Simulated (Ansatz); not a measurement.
Basis-set extrapolation for CH$_{2}$ClFO (`OC(F)Cl`) (PBE0-D4/def2-TZVP geometry, frozen core, the Gaussian-basis code of Ansatz). Multiplicity 1, RHF reference.

```json
{"": "HF", "def2-TZVPP": "-672.938074", "def2-QZVPP": "-672.960370"}
{"": "MP2 correlation", "def2-TZVPP": "-0.844265", "def2-QZVPP": "-0.919190"}
{"": "CCSD(T) correlation", "def2-TZVPP": "-0.899397", "def2-QZVPP": "not run"}
```

Energies in hartree. Use E(X) = E(∞) + A·exp(−7.88·√X) for Hartree–Fock and E(X) = E(∞) + B·X^(−2.97) for correlation, with X = 3 and 4, and add CCSD(T) minus MP2 of the smaller set to the MP2 limit.

Problem. What is the CCSD(T) energy at the basis-set limit?

Solution. HF limit: -672.960370 + (-0.022296) × 0.13774 = -672.96344. MP2 limit: -0.919190 + (-0.074925) × 0.74074 = -0.97469. Higher-order term: -0.899397 − (-0.844265) = -0.05513. Total: -673.99326 hartree, 409.0 kJ/mol below CCSD(T)/def2-TZVPP.
